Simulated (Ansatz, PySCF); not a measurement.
Molecule: C₂H, charge 0, multiplicity 2. It need not be the lowest isomer of its formula. 
Structure (B3LYP-D3(BJ)/def2-TZVP (Ansatz, a program for electronic structure) minimum search):
SMILES: [C]#C
```xyz
3

C      0.0000     0.0000    -0.4720
C      0.0000     0.0000     0.7280
H      0.0000     0.0000    -1.5362
```
Charge 0, spin multiplicity 2.
Markedly spin-contaminated UHF reference, which strains HF, MP2 and, less, CCSD(T): [C]#C. High T1 diagnostic, so coupled cluster is less sure: [C]#C.

Property: enthalpy of formation at 298 K (from the atomisation energy, B3LYP-D3(BJ)/def2-TZVP harmonic zero-point and thermal terms from PySCF, and the atoms' enthalpies of formation in the G2/97 table; no spin-orbit terms, and no core term in the frozen-core levels), in kJ/mol. Cores are frozen in the correlated levels unless marked. Open shells are spin-unrestricted. Spin-orbit coupling is left out. No relativistic terms. The coupled-cluster limit lacks core correlation, which all-electron functionals hold. CBS(X,Y): correlation extrapolated as X^-3; Hartree-Fock from the larger set.

```csv
level,program,enthalpy of formation at 298 K (kJ/mol),minus last row
PBE0/STO-3G,Ansatz,433.7,-145.6
PBE0/def2-TZVP,Ansatz,565.6,-13.7
B2PLYP/def2-TZVPD,Ansatz,585.4,6.1
MP2/cc-pVDZ,Ansatz,691.5,112.2
MP2/cc-pVTZ,Ansatz,622.1,42.8
SCS-MP2/STO-3G,Ansatz,639.1,59.8
"CCSD(T)/CBS(def2-TZVPPD,def2-QZVPPD)",Ansatz,579.3,0.0
```
